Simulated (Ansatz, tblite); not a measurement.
Cost and result up the ladder for BH2(CN) (CH2BN) (5 atoms). The state is a singlet with charge 0. Geometry: PBE0-D4/def2-TZVP.

Cartesian coordinates in Å:
```
B -0.425 -0.067 0.432
H -1.146 -1.011 0.387
H -0.503 0.749 1.292
C 0.635 0.101 -0.647
N 1.439 0.228 -1.465
```

Ansatz on 4 threads of Arm Neoverse V2 on a shared host; xTB runs through tblite on one thread. Times are rough, summed over both states, and most runs start from the orbitals of an earlier one. PBE0-D4/def2-TZVP serves as the yardstick here, not as an exact answer. The other state is a triplet.

The xTB rows come from tblite.

xTB has no spin-polarisation term.

| level | functions | wall time | vertical triplet (eV) | difference from PBE0-D4/def2-TZVP (eV) |
| --- | --- | --- | --- | --- |
| GFN2-xTB | 14 | 0.003 s | 3.32 | -0.75 |
| GFN1-xTB | 16 | 0.004 s | 3.82 | -0.24 |
| PBE-D4/def2-TZVP | 105 | 1.1 s | 3.80 | -0.27 |
| PBE0-D4/def2-TZVP | 105 | 1.4 s | 4.07 | 0.00 |
| r2SCAN-D4/def2-TZVP (with forces) | 105 | 2.6 s | 3.81 | -0.26 |
